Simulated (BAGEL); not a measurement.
# SiH3Cl (SiClH3): B3LYP/aug-cc-pVDZ (density fitting with qzvpp-jkfit)

What is the energy change on altering one bond length of SiH3Cl (SiClH3) at B3LYP/aug-cc-pVDZ (density fitting with qzvpp-jkfit)? 

The calculation is run with BAGEL 1.2.2.

1 further run of the same task is left out (it didn't finish).

### Step 1. Starting point

SiH3Cl: 5 atoms, total charge 0, spin state singlet. SMILES: `[H][Si]([H])([H])Cl`. Geometry: relaxed at GFN2-xTB.

Bond lengths: Si1–Cl2 2.010 Å, Si1–H3 1.458 Å, Si1–H4 1.458 Å, Si1–H5 1.458 Å. Angles: Cl2–Si1–H3 108.3°, Cl2–Si1–H4 108.2°, Cl2–Si1–H5 108.0°, H3–Si1–H4 110.8°, H3–Si1–H5 110.8°, H4–Si1–H5 110.7°.

### Step 2. A single-point energy at B3LYP/aug-cc-pVDZ (density fitting with qzvpp-jkfit)

The input, dft.json:

```json
{ "bagel" : [

{
  "title" : "molecule",
  "basis" : "aug-cc-pvdz.json",
  "df_basis" : "qzvpp-jkfit",
  "angstrom" : true,
  "geometry" : [
    { "atom" : "Si", "xyz" : [    0.000290,    0.001940,   -0.129410 ] },
    { "atom" : "Cl", "xyz" : [    0.010690,   -0.020840,    1.880630 ] },
    { "atom" : "H", "xyz" : [    1.382330,    0.011210,   -0.594910 ] },
    { "atom" : "H", "xyz" : [   -0.700750,    1.203700,   -0.566480 ] },
    { "atom" : "H", "xyz" : [   -0.692550,   -1.196020,   -0.589840 ] }
  ]
},
{
  "title" : "ks",
  "xc_func" : "b3lyp"
},
{
  "title" : "print",
  "file" : "orbitals.molden",
  "orbitals" : true
}

]}
```

The basis set aug-cc-pVDZ is read from a file made from the Basis Set Exchange's data (not shown).

Run with:

```sh
$ BAGEL_NUM_THREADS=1 BAGEL dft.json > dft.out
```

The program printed:

```text
* using 1 threads per process

  ===============================================================
  ===============================================================

  *** Geometry ***

  { "atom" : "Si", "xyz" : [      0.000548,      0.003666,     -0.244549 ] },
  { "atom" : "Cl", "xyz" : [      0.020201,     -0.039382,      3.553876 ] },
  { "atom" : "H", "xyz" : [      2.612225,      0.021184,     -1.124217 ] },
  { "atom" : "H", "xyz" : [     -1.324226,      2.274663,     -1.070492 ] },
  { "atom" : "H", "xyz" : [     -1.308730,     -2.260150,     -1.114636 ] },

  Number of auxiliary basis functions:      310

  Since a DF basis is specified, we compute 2- and 3-index integrals:
    o Being stored without compression. Storage requirement is 0.016 GB

  Number of basis functions:       81
  Number of electrons      :       34

    * METHOD: MOLECULE                             0.07

  *** Kohn-Sham DFT ***

    * Removing 7112 points whose weight is below 1.00e-10
    * Grid points: 67418

  === Nuclear Repulsion ===
    88.0988482975

       - DIIS with orbital gradients will be used.

  === KS iteration (b3lyp / aug-cc-pvdz.json) ===
      0       -733.54827668          0.11350434           0.14
      1       -732.55796421          0.09594289           0.14
      2       -731.28323612          0.08050161           0.14
      3       -747.33558748          0.09161002           0.14
      4       -751.32656509          0.02184954           0.14
      5       -751.54425536          0.00792832           0.14
      6       -751.56219824          0.00449660           0.14
      7       -751.56796719          0.00057119           0.14
      8       -751.56809880          0.00009549           0.14
      9       -751.56810370          0.00001314           0.14
     10       -751.56810381          0.00000121           0.14
     11       -751.56810381          0.00000016           0.14
     12       -751.56810381          0.00000007           0.14
     13       -751.56810381          0.00000002           0.14
     14       -751.56810381          0.00000000           0.14
    * SCF iteration converged.

    * Permanent dipole moment:
           (    0.000852,    -0.006486,     0.497360) a.u.

    * METHOD: KS                                   2.31

    * METHOD: PRINT                                0.01

  ===============================================================
```

Wall time 2.5 s (1 thread of Arm Neoverse V2, shared host); peak memory 0.27 GiB.

### Step 3. The distorted shape

The input, input.json:

```json
{ "bagel": [

{
  "title": "molecule",
  "basis": "aug-cc-pvdz.json",
  "df_basis": "qzvpp-jkfit",
  "angstrom": "true",
  "geometry": [
    { "atom": "Si", "xyz": [       0.104197,       0.181602,      -0.060358 ] },
    { "atom": "Cl", "xyz": [       0.114597,       0.158822,       1.949682 ] },
    { "atom": "H", "xyz": [       1.486237,       0.190872,      -0.525858 ] },
    { "atom": "H", "xyz": [      -0.596843,       1.383362,      -0.497428 ] },
    { "atom": "H", "xyz": [      -0.692550,      -1.196020,      -0.589840 ] }
  ]
},

{
  "title": "ks",
  "xc_func": "b3lyp"
},

{
  "title": "print",
  "file": "orbitals.molden",
  "orbitals": "true"
}

]}
```

The basis set aug-cc-pVDZ is read from a file made from the Basis Set Exchange's data (not shown).

Run with:

```sh
$ BAGEL_NUM_THREADS=1 BAGEL input.json > input.out
```

The program printed:

```text
* using 1 threads per process

  ===============================================================
  ===============================================================

  *** Geometry ***

  { "atom" : "Si", "xyz" : [      0.196904,      0.343178,     -0.114060 ] },
  { "atom" : "Cl", "xyz" : [      0.216557,      0.300130,      3.684365 ] },
  { "atom" : "H", "xyz" : [      2.808581,      0.360696,     -0.993728 ] },
  { "atom" : "H", "xyz" : [     -1.127870,      2.614175,     -0.940003 ] },
  { "atom" : "H", "xyz" : [     -1.308730,     -2.260150,     -1.114636 ] },

  Number of auxiliary basis functions:      310

  Since a DF basis is specified, we compute 2- and 3-index integrals:
    o Being stored without compression. Storage requirement is 0.016 GB

  Number of basis functions:       81
  Number of electrons      :       34

    * METHOD: MOLECULE                             0.08

  *** Kohn-Sham DFT ***

    * Removing 6934 points whose weight is below 1.00e-10
    * Grid points: 67596

  === Nuclear Repulsion ===
    87.2297128886

       - DIIS with orbital gradients will be used.

  === KS iteration (b3lyp / aug-cc-pvdz.json) ===
      0       -732.99092546          0.10734443           0.15
      1       -732.60756041          0.09487633           0.14
      2       -731.41983659          0.07974184           0.14
      3       -747.39777858          0.08916801           0.14
      4       -751.31249153          0.02170553           0.14
      5       -751.52260648          0.00959328           0.14
      6       -751.55468656          0.00411454           0.14
      7       -751.55922952          0.00103607           0.14
      8       -751.55963025          0.00014074           0.14
      9       -751.55964120          0.00001353           0.14
     10       -751.55964130          0.00000268           0.14
     11       -751.55964130          0.00000071           0.14
     12       -751.55964130          0.00000027           0.14
     13       -751.55964130          0.00000004           0.14
     14       -751.55964130          0.00000001           0.14
     15       -751.55964130          0.00000000           0.14
    * SCF iteration converged.

    * Permanent dipole moment:
           (   -0.053487,    -0.100075,     0.436730) a.u.

    * METHOD: KS                                   2.42

    * METHOD: PRINT                                0.01

  ===============================================================
```

Run time: 2.6 s. Hardware: 1 thread of Arm Neoverse V2, shared host; peak memory 0.27 GiB.

### Step 4. What came out

At B3LYP/aug-cc-pVDZ (density fitting with qzvpp-jkfit):

| quantity | value |
| --- | --- |
| first shape: total energy | -751.56810 Eh |
| first shape: dipole moment | 1.26 D |
| first shape: HOMO energy | -8.78 eV |
| first shape: LUMO energy | -0.53 eV |
| first shape: HOMO–LUMO gap | 8.25 eV |
| distorted shape: total energy | -751.55964 Eh |
| distorted shape: dipole moment | 1.15 D |
| distorted shape: HOMO energy | -8.62 eV |
| distorted shape: LUMO energy | -0.55 eV |
| distorted shape: HOMO–LUMO gap | 8.08 eV |
| energy change with the Si1–H5 bond stretched from 1.458 to 1.677 Å | 0.230 eV |

In words: With the Si1–H5 bond stretched from 1.458 to 1.677 Å the energy rises by 0.23 eV (22.2 kJ/mol). The first shape isn't relaxed at this level, so the change isn't measured from a minimum.
